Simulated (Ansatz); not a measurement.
## GeH, quartet: reading a ladder of total energies

Geometry: that of the GeH, doublet, kept fixed. The doublet lies 1.8 eV lower here.

| atom | x (Å) | y (Å) | z (Å) |
| --- | --- | --- | --- |
| Ge | 0.0000 | 0.0000 | 0.0000 |
| H | 0.0000 | 0.0000 | 1.6012 |

Basis cc-pVTZ; Ansatz 0.2.0. Correlated methods freeze the noble-gas cores and the filled d shells of p-block atoms, which leaves 5 electrons in 43 orbitals. R marks a restricted (for open shells ROHF) determinant. No spin–orbit coupling is included, and no scalar relativity.

Full CI is exact within this basis and frozen core; it isn't the basis-set limit.

Runs differ by some tens of microhartree through their thresholds and, for an open shell, their frozen cores, so steps under 0.03 kcal/mol mean nothing.

```csv
level,total energy (hartree)
RHF,-2075.885911
RMP2,-2075.947182
RCCSD,-2075.963918
RCCSD(T),-2075.966563
RCCSDT,-2075.967215
RCCSDT(Q),-2075.967274
full CI,-2075.967242
```

Q: What is the correlation energy at full CI, and what share of it do RMP2 and RCCSD(T) recover?

A: E(corr) = -2075.967242 − (-2075.885911) = -0.081331 hartree = -2.213 eV. RMP2: -0.061271 / -0.081331 = 75.34 %. RCCSD(T): -0.080652 / -0.081331 = 99.17 %.

Q: By how many kcal/mol does RCCSD(T) miss full CI (1 hartree = 627.509 kcal/mol), and which steps make up the rest?

A: -2075.966563 − (-2075.967242) = 0.000679 hartree = 0.43 kcal/mol. Steps: RCCSDT − RCCSD(T) = -0.41, RCCSDT(Q) − RCCSDT = -0.04, full CI − RCCSDT(Q) = 0.02 kcal/mol. That is within 1 kcal/mol of the reference in this basis, which itself misses far more of the correlation at the basis-set limit.
